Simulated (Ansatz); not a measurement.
**Structure relaxation of I**

The calculation used DFT r2SCAN, scalar-relativistic, plane waves, PAW in Ansatz. Cutoff 500 eV, Γ-centred k mesh, Gaussian smearing, no spin polarisation in the final step.

I was placed on the graphite structure type (P6_3/mmc, No. 194), at a guessed volume.

```
I
1.0
     4.34289    0.00000    0.00000
    -2.17144    3.76105    0.00000
     0.00000    0.00000   11.82819
I
4
Direct
  0.00000 0.00000 0.25000
  0.00000 0.00000 0.75000
  0.33333 0.66667 0.75000
  0.66667 0.33333 0.25000
```

Cell and atoms relax at zero pressure; the relaxation can't lower the symmetry of the start. After a coarse first stage the cell is made exact in the group found at 0.06 Å.

Energies count from the standard state of I at the same level.

(1) What does it relax into?

(2) What are its volume, energy, density and gap?

Answers

(1) It keeps P6_3/mmc (No. 194), but not the shape of the type it started on. Conventional cell: a = 5.537 Å, c = 8.596 Å. I on Wyckoff site b (2 atoms of the primitive cell) is coordinated by 3 I at 3.20 Å; I on Wyckoff site d (2 atoms of the primitive cell) is coordinated by 3 I at 3.20 Å.

```xyz
4
Lattice="5.5374 0.0000 0.0000 -2.7687 4.7955 0.0000 0.0000 0.0000 8.5964" Properties=species:S:1:pos:R:3 pbc="T T T"
I     0.0000    0.0000    2.1491
I     0.0000    0.0000    6.4473
I     0.0000    3.1970    6.4473
I     2.7687    1.5985    2.1491
```

(2) The volume per atom is 57.1 Å³. The density is 3.7 g/cm³, the energy over the standard structure is 0.41 eV/atom and the gap on the 12×12×6 mesh is 0 eV (a metal).

The final run used a 12×12×6 mesh on its 4-atom cell and 0.10 eV smearing. The k mesh leaves about 4 meV/atom of noise in metals. No dispersion correction is applied, so the spacing between layers, chains or molecules is poorly fixed, and with it the volume and density. Spin–orbit coupling is left out. A structure relaxed within its symmetry needn't be a true minimum. The steps took about 7 core-minutes in all.